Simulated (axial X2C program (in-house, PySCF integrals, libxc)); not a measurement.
**A two-component session on PB⁺: properties at the nuclei**

Aim: properties at the nuclei of PB⁺, with spin–orbit coupling in the Hamiltonian from the start.

Computed with an in-house X2C program for linear molecules on PySCF integrals. Level: two-component X2C with atomic mean-field terms, P dyall-v3z, B dyall-v3z.

All values are calculated.

**1. Set-up**

The input, task.json:

```json
{"zs": [15, 5], "q": 1, "bas": ["dyall-v3z", "dyall-v3z"], "r0": 1.8, "levels": ["PBE0", "HF", "BP86", "PBE50", "LDA"], "nst": 3}
```

Keys: zs atomic numbers; q charge; bas basis sets; r0 starting distance in Å; levels methods (HF also brings MP2); nst determinants followed.

The run is started by

```sh
> python soeom.py task.json out
```

After this run come: Expectation values, lowest determinant; Expectation values, a higher determinant; Expectation values, a higher determinant.

**Question.** What will these runs give? Wanted: lowest determinant; Eeff magnitude; Ws magnitude P; A∥/gI P; qzz P; higher determinant (for each run or level that gives them).

**Answer**, as computed:

| quantity | value |
| --- | --- |
| lowest determinant | Ω = 3/2 (excess of +ω over −ω: ω = 3/2) |
| Eeff magnitude (GV/cm), PBE0 | 0.0506 |
| Ws magnitude P (kHz), PBE0 | 0.0106 |
| A∥/gI P (MHz), PBE0 | -82.2 |
| qzz P (a.u.), PBE0 | -1.49 |
| higher determinant | Ω = 1/2 (excess of +ω over −ω: 2 × ω = -1/2, ω = 3/2) |
| Eeff magnitude (GV/cm), PBE0, higher determinant | 0.00869 |
| Ws magnitude P (kHz), PBE0, higher determinant | 0.0145 |
| A∥/gI P (MHz), PBE0, higher determinant | -292 |
| qzz P (a.u.), PBE0, higher determinant | -1.20 |
| higher determinant | Ω = 1/2 (excess of +ω over −ω: ω = 1/2) |
| Eeff magnitude (GV/cm), PBE0, higher determinant | 0.0239 |
| Ws magnitude P (kHz), PBE0, higher determinant | 0.0108 |
| A∥/gI P (MHz), PBE0, higher determinant | 108 |
| qzz P (a.u.), PBE0, higher determinant | -1.50 |

In words: In the first state, the effective field runs from 0.0308 to 0.082 GV/cm over the mean-field levels, so the levels don't agree on it. The expectation values come from single determinants, which for open shells can mix terms of unlike spin or miss the lowest Ω, so a determinant need not be a state. Eeff is the effective electric field on the electron dipole moment in this Ω state and Ws the scalar–pseudoscalar constant (defined with the proton number Z and per Ω); A∥ is the parallel hyperfine constant, which follows by multiplying with the nuclear g factor gI = μI/(I μN); qzz is the electric field gradient, eQq0 = 234.96 MHz × Q/barn × qzz. The operators were transformed with the bare-nucleus X2C matrices.
